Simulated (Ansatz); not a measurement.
Input for Ansatz (development build ahead of 0.2.0):

```yaml
crystal:
  periodic: [false, false, false]
  atoms:
    - { symbol: P, position_ang: [0.0, 0.0, -0.43576] }
    - { symbol: "N", position_ang: [0.0, 0.0, 0.93377] }
basis:
  gaussian: { orbitals: cc-pVDZ }
hamiltonian:
  xc: hf
correlation:
  method: mp2
  frozen_orbitals: { "N": 1, P: 5 }
```

The input is written out in the form of the current development build from the run's settings.

The run gave:

* Converged: yes
* Reference energy: -395.12803 hartree
* Correlation energy: -0.26889 hartree
* Total energy: -395.39693 hartree
* Spin squared of the determinant: 0.000

Caution: no unrestricted run beside it, a lower state can exist.
